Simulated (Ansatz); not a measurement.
Which YAML input does this script hand to the engine? (Ansatz's Python interface)

The script, `deck.py`:
```python
# -*- coding: utf-8 -*-
'''C4H6O through the session interface.'''

import ansatz as az

deck = {
    'crystal': {
        'periodic': [False, False, False],
        'atoms': [
            {'symbol': 'C', 'position_ang': [-0.1595, 1.2613, 2.0994]},
            {'symbol': 'C', 'position_ang': [-0.0694, 0.3184, 1.3643]},
            {'symbol': 'C', 'position_ang': [0.1481, -0.8723, 0.5402]},
            {'symbol': 'O', 'position_ang': [0.8572, -0.5524, -0.6778]},
            {'symbol': 'C', 'position_ang': [0.007, 0.0909, -1.6289]},
            {'symbol': 'H', 'position_ang': [-0.3004, 2.1371, 2.7032]},
            {'symbol': 'H', 'position_ang': [-0.7866, -1.3633, 0.3098]},
            {'symbol': 'H', 'position_ang': [0.8048, -1.6216, 1.0553]},
            {'symbol': 'H', 'position_ang': [-0.4639, 1.0146, -1.2617]},
            {'symbol': 'H', 'position_ang': [-0.8267, -0.627, -1.9403]},
            {'symbol': 'H', 'position_ang': [0.6145, 0.2412, -2.5555]},
        ],
    },
    'basis': {'gaussian': {'orbitals': 'def2-SVP'}},
    'hamiltonian': {'xc': 'r2scan'},
}
session = az.Session.from_dict(deck)
rep = session.plan(threads=1).execute().report

print('reference energy %16.6f eV' % rep['reference_energy_ev'])
print('total energy     %16.6f eV' % rep['free_energy_ev'])
print('occupied orbitals outside the frozen core (up, down):', rep['n_occupied'], ' frozen:', rep['n_frozen'], ' virtual:', rep['n_virtual'])
symbols = ['C', 'C', 'C', 'O', 'C', 'H', 'H', 'H', 'H', 'H', 'H']
state = rep['mean_field']['state']
print(f'mean field: {state["energy"]["hartree"]:.7f} Ha, <S^2> = {abs(state["spin_squared"]):.4f}, stability: {state.get("stability", {}).get("kind")}')
```

```console
$ python deck.py
reference energy     -6281.554731 eV
total energy         -6281.554731 eV
occupied orbitals outside the frozen core (up, down): [19, 19]  frozen: 0  virtual: [81, 81]
mean field: -230.8428786 Ha, <S^2> = 0.0000, stability: minimum
```

`input.yaml`:
```yaml
crystal:
  periodic: [false, false, false]
  atoms:
    - { symbol: C, position_ang: [-0.1595, 1.2613, 2.0994] }
    - { symbol: C, position_ang: [-0.0694, 0.3184, 1.3643] }
    - { symbol: C, position_ang: [0.1481, -0.8723, 0.5402] }
    - { symbol: O, position_ang: [0.8572, -0.5524, -0.6778] }
    - { symbol: C, position_ang: [0.007, 0.0909, -1.6289] }
    - { symbol: H, position_ang: [-0.3004, 2.1371, 2.7032] }
    - { symbol: H, position_ang: [-0.7866, -1.3633, 0.3098] }
    - { symbol: H, position_ang: [0.8048, -1.6216, 1.0553] }
    - { symbol: H, position_ang: [-0.4639, 1.0146, -1.2617] }
    - { symbol: H, position_ang: [-0.8267, -0.627, -1.9403] }
    - { symbol: H, position_ang: [0.6145, 0.2412, -2.5555] }
basis:
  gaussian: { orbitals: def2-SVP }
hamiltonian:
  xc: r2scan
```

The program run on that file:
```console
$ ansatz run input.yaml --threads 1 --pin off --max-ram 4096MiB --backend cpu --events-out ev --progress --plain --runs-dir out
Engine: ansatz 0.2.0, aarch64-unknown-linux-gnu
Functional definition: r2SCAN
  parameter k0 = 0.174
  parameter k1 = 0.065
  parameter a1 = 4.9479
  exchange = r2scan_x(k0 = k0, k1 = k1, a1 = a1)
  correlation = r2scan_c
1123 factors; their error is unknown
mean field evaluation 1: about -6275.0450 eV, gradient 5.0e1 eV
mean field evaluation 2: about -6273.9725 eV, gradient 5.5e1 eV
mean field evaluation 4: about -6281.5547 eV, gradient 4.1e0 eV
mean field evaluation 8: about -6281.5977 eV, gradient 1.7e-1 eV
mean field evaluation 16: about -6281.5547 eV, gradient 6.5e-5 eV
mean field -6281.55472187 eV, -230.8428782380 hartree, gradient 6.5e-5 eV, S^2 0.000000; 0 other end points of the search recorded, 0 dependent functions left out
reference -6281.55473123 eV, -230.8428785818 hartree; 19, 19 occupied and 81, 81 virtual orbitals, 1123 factors
Total energy: -6281.55473123 eV, -230.8428785818 hartree
```

Reading the output:
- Total energies depend on the basis set; only differences at equal settings carry meaning.
- The geometry is a force-field or estimated start, not a minimum of this method, and the basis set is short of its limit.
- It ran for 4 s on 1 thread of Arm Neoverse V2, with other jobs on the host, peak memory 0.18 GiB.

(A comment or docstring line of the script was reworded after the run, the code is as it ran; lines on the test bed's own set-up are left out of the output.)
